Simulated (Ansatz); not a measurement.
# NH₂O+ (triplet): the correlation ladder, cc-pVDZ

Aim: climb from Hartree-Fock through coupled cluster and multireference methods for NH₂O+ (triplet) at one geometry and basis, and see what each rung misses.

The runs use Ansatz 0.2.0, Gaussian basis; cc-pVDZ, correlated electrons: outside noble gas.

To be run: UHF; CCSD(T) on ROHF; CCSD(T) on UHF; BCCD(T) on ROHF; CISD; CCSDT(Q) on ROHF; CCSDT(Q) on UHF; CASSCF and MRCISD+Q, 12 electrons in 10 orbitals; CASSCF and NEVPT2, 12 electrons in 10 orbitals.

## Step 1: The geometry

The geometry is a PBE0/def2-TZVP stationary point (not a proven minimum) of the parent state, kept for this charge and spin.

4 atoms, charge 1, spin multiplicity 3.

Atoms are counted from 1 here; the program's logs count them from 0.

Bond lengths: N1–O2 1.262 Å, N1–H3 1.014 Å, N1–H4 1.014 Å. Angles: O2–N1–H3 120.2°, O2–N1–H4 120.2°, H3–N1–H4 119.6°.

In the tables R marks a restricted open-shell determinant and U an unrestricted one; 'valence' is the active space of 12 electrons in 10 orbitals; correlation energies count from the lowest restricted Hartree-Fock solution.

## Step 2: UHF

Input file in.yaml:

```yaml
crystal:
  periodic: [false, false, false]
  atoms:
    - {symbol: N, position_ang: [0.000000, 0.000000, 0.598418]}
    - {symbol: O, position_ang: [0.000000, 0.000000, -0.663532]}
    - {symbol: H, position_ang: [0.000000, 0.876220, 1.108323]}
    - {symbol: H, position_ang: [0.000000, -0.876220, 1.108323]}
basis:
  gaussian: {orbitals: cc-pVDZ}
total_charge: 1
magnetization: {spin_polarized: true, initial_magnetization: 2}
hamiltonian: {xc: hf}
output: {orbitals: {seedname: orbitals}}
```

Launch:

```sh
$ ansatz run in.yaml --threads 1 --pin off --events-out ev --progress --plain --max-ram 2393MiB
```

The runs that follow: CCSD(T) on ROHF; CCSD(T) on UHF; BCCD(T) on ROHF; CISD; CCSDT(Q) on ROHF; CCSDT(Q) on UHF; CASSCF and MRCISD+Q, 12 electrons in 10 orbitals; CASSCF and NEVPT2, 12 electrons in 10 orbitals.

**Question.** What will the summary of the whole plan be? Wanted: correlation energy, UCCSDT(Q); RMP2 from UCCSDT(Q); UMP2 from UCCSDT(Q); RCCSD from UCCSDT(Q); RCCSD(T) from UCCSDT(Q); UCCSD(T) from UCCSDT(Q); RCCSDT(Q) from UCCSDT(Q); NEVPT2 valence from UCCSDT(Q); MRCISD+Q valence from UCCSDT(Q).

The runs gave:

| quantity | value |
| --- | --- |
| correlation energy, UCCSDT(Q) | -9.2184 eV |
| RMP2 from UCCSDT(Q) | +89.5 kJ/mol |
| UMP2 from UCCSDT(Q) | +94.5 kJ/mol |
| RCCSD from UCCSDT(Q) | +25.1 kJ/mol |
| RCCSD(T) from UCCSDT(Q) | +4.0 kJ/mol |
| UCCSD(T) from UCCSDT(Q) | +3.8 kJ/mol |
| RCCSDT(Q) from UCCSDT(Q) | +0.2 kJ/mol |
| NEVPT2 valence from UCCSDT(Q) | +100.0 kJ/mol |
| MRCISD+Q valence from UCCSDT(Q) | +4.1 kJ/mol |
| levels within 1 kcal/mol (43 meV) | RCCSD(T), UCCSD(T), BCCD(T), RCCSDT, UCCSDT, RCCSDT(Q), MRCISD+Q valence |
| T1 diagnostic | 0.033 |
| effectively unpaired electrons | 2.02 |

RCCSD(T) lands +4.0 kJ/mol from the yardstick (0.4 % of the correlation energy). One determinant dominates. Of the multireference levels listed MRCISD+Q valence comes nearest (+4.1 kJ/mol). These misses are within one basis and frozen core, not against nature; frozen cores of the runs differ by up to some meV.
